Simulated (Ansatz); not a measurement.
Relaxation of CH6OSi (9 atoms, charge 0, multiplicity 1), to a largest force component of 0.02 eV/Å in at most 40 steps.

Theory: RKS PBE0-D4/def2-TZVP in Ansatz.

```xyz
9
Properties=species:S:1:pos:R:3:forces:R:3
Si 0.000 0.000 0.000 -0.80 1.26 -0.49
H 0.000 0.000 1.460 0.01 -0.05 0.51
H 1.377 0.000 -0.486 0.39 0.11 -0.17
O -0.791 1.371 -0.559 0.34 -0.48 0.11
C -2.151 1.418 -0.965 0.19 -0.34 0.14
H -2.769 0.822 -0.261 0.01 0.34 -0.43
H -2.502 2.471 -0.964 0.26 -0.58 0.03
H -2.247 0.998 -1.988 -0.13 0.22 0.45
H -0.688 -1.191 -0.486 -0.27 -0.49 -0.17
```

**Question.** Where does it end, and by what steps?

**Answer.** The run converged. After 13 steps the energy has fallen by 0.116 eV; H6 moved furthest, 0.69 Å.

```tsv
step	energy less start (eV)	largest force component (eV/Å)	accepted
0	0.0000	1.258	yes
1	-0.0635	0.648	yes
2	-0.0769	0.110	yes
3	-0.0960	0.167	yes
4	-0.0814	0.588	no
5	-0.1038	0.092	yes
6	-0.1084	0.141	yes
7	-0.1106	0.107	yes
8	-0.1131	0.057	yes
9	-0.1144	0.054	yes
10	-0.1150	0.060	yes
11	-0.1154	0.049	yes
12	-0.1158	0.021	yes
13	-0.1159	0.008	yes
```

```xyz
9
Properties=species:S:1:pos:R:3
Si -0.016 -0.022 -0.114
H -0.465 -0.243 1.290
H 1.444 0.223 -0.153
O -0.730 1.310 -0.755
C -2.128 1.431 -0.876
H -2.622 1.385 0.102
H -2.350 2.398 -1.329
H -2.546 0.645 -1.515
H -0.358 -1.240 -0.902
```

Whether the end is a true minimum wasn't checked by a vibrational analysis.

Time of the run: 18 s on 4 threads of Arm Neoverse V1, on a shared host, peak memory 0.23 GiB.
